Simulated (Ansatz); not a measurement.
in.yaml

```yaml
crystal:
  periodic: [false, false, false]
  atoms:
    - {symbol: Si, position_ang: [0.000000, -0.103635, 0.616195]}
    - {symbol: O, position_ang: [0.000000, 0.177019, -1.017311]}
    - {symbol: H, position_ang: [0.000000, 1.381506, 0.990704]}
    - {symbol: H, position_ang: [0.000000, -1.303702, -2.012359]}
basis:
  gaussian: {orbitals: cc-pVDZ}
magnetization: {spin_polarized: true, initial_magnetization: 0}
correlation: {method: ccsd_t, electrons: outside_noble_gas}
```

```sh
$ ansatz run in.yaml --threads 1 --pin off --events-out ev --progress --plain --max-ram 5120MiB --backend cpu
```

Log:

```
399 factors; integrals over basis functions are off by at most 1.1e-3 eV
mean field evaluation 1: about -9921.2799 eV, gradient 2.8e1 eV
mean field evaluation 2: about -9921.3079 eV, gradient 2.8e1 eV
mean field evaluation 4: about -9925.4825 eV, gradient 2.5e0 eV
mean field evaluation 8: about -9925.6157 eV, gradient 1.7e-1 eV
mean field evaluation 16: about -9926.0507 eV, gradient 2.7e0 eV
mean field evaluation 32: about -9927.2283 eV, gradient 9.4e-3 eV
mean field evaluation 64: about -9927.2280 eV, gradient 2.5e-3 eV
mean field evaluation 96: about -9925.6173 eV, gradient 5.8e-6 eV
mean field evaluation 128: about -9925.9672 eV, gradient 5.8e-3 eV
mean field evaluation 160: about -9927.2280 eV, gradient 7.7e-3 eV
...
mean field evaluation 1312: about -9918.1170 eV, gradient 4.3e0 eV
mean field evaluation 1344: about -9925.5054 eV, gradient 3.2e-3 eV
mean field evaluation 1376: about -9925.5054 eV, gradient 3.5e-4 eV
mean field evaluation 1408: about -9925.5672 eV, gradient 1.2e0 eV
mean field evaluation 1440: about -9925.6972 eV, gradient 3.9e0 eV
mean field evaluation 1472: about -9927.2279 eV, gradient 7.5e-2 eV
mean field evaluation 1504: about -9925.6340 eV, gradient 1.1e0 eV
mean field evaluation 1536: about -9925.6017 eV, gradient 1.2e0 eV
mean field -9927.22849361 eV, -364.8189182230 hartree, gradient 1.1e-6 eV, S^2 0.877621; 24 other end points of the search recorded, 0 dependent functions left out
determinant -9927.22849361 eV, -364.8189182230 hartree, with singles and doubles -9934.79529482 eV, -365.0969930386 hartree
determinant -9925.96719891 eV, -364.7725664976 hartree, with singles and doubles -9933.93096968 eV, -365.0652296756 hartree
determinant -9925.86017117 eV, -364.7686333008 hartree, with singles and doubles -9934.33327180 eV, -365.0800140058 hartree
determinant -9925.50538326 eV, -364.7555950857 hartree, with singles and doubles -9932.37030443 eV, -365.0078762854 hartree
determinant -9924.83502174 eV, -364.7309597542 hartree, with singles and doubles -9931.35565673 eV, -364.9705886702 hartree
determinant -9924.78880357 eV, -364.7292612679 hartree, with singles and doubles -9932.11841042 eV, -364.9986193512 hartree
determinant -9924.62631660 eV, -364.7232899817 hartree, with singles and doubles -9931.99813889 eV, -364.9941994540 hartree
determinant -9923.76505198 eV, -364.6916390906 hartree, with singles and doubles -9930.41047409 eV, -364.9358538486 hartree
determinant -9927.22849361 eV, -364.8189182230 hartree, with singles and doubles -9934.91517684 eV, -365.1013986217 hartree
determinant -9925.86017117 eV, -364.7686333008 hartree, with singles and doubles -9934.63876591 eV, -365.0912407072 hartree
determinant -9927.22795725 eV, -364.8188985122 hartree, with singles and doubles -9934.79657046 eV, -365.0970399172 hartree
determinant -9927.22795725 eV, -364.8188985122 hartree, with singles and doubles -9934.91624674 eV, -365.1014379395 hartree
determinant -9925.61734144 eV, -364.7597094727 hartree, with singles and doubles -9934.92112766 eV, -365.1016173102 hartree
mean field evaluation 1568: about -9927.2280 eV, gradient 2.1e-6 eV
6 core orbitals not correlated: weight in the atoms' cores, before any rotation towards them, 1.000 or more for the frozen orbitals, at most 0.000 for the correlated occupied ones
reference -9927.22795725 eV, -364.8188985122 hartree; 6, 6 occupied and 30, 30 virtual orbitals, 399 factors
second order -6.43981632 eV of doubles, -0.00000000 eV of singles
cycle   1  -7.68829178 eV  change   -2.3e-6 eV  update   3.3e-6
perturbative correction -0.32025545 eV, -0.0117691706 hartree
Total energy: -9935.23650448 eV, -365.1132071943 hartree
```

For the same geometry and basis RCCSDTQ lies 213.4 meV lower.

Ran on 1 thread of AMD EPYC 7R13, shared host: 20 s wall, 0.17 GiB peak host memory.
